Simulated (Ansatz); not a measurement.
C$_{2}$H$_{5}$ClO$_{2}$ (`CC(O)(O)Cl`), charge 0, multiplicity 1.

Q: Give a relaxed structure at PBE0-D4/def2-TZVP (the Gaussian-basis code of Ansatz). (Best estimate.)

A: Computed: 
Z-matrix (Å, degrees):
```
C
C 1 1.507
H 1 1.093 2 108.8
H 1 1.089 2 110.3 3 119.0
H 1 1.088 2 109.8 3 -119.9
O 2 1.374 1 108.4 3 -60.5
O 2 1.390 1 113.6 3 64.4
Cl 2 1.815 1 109.2 3 179.6
H 6 0.965 2 107.7 1 179.4
H 7 0.964 2 106.9 1 -57.9
```
This is one stationary point; other conformers may exist.
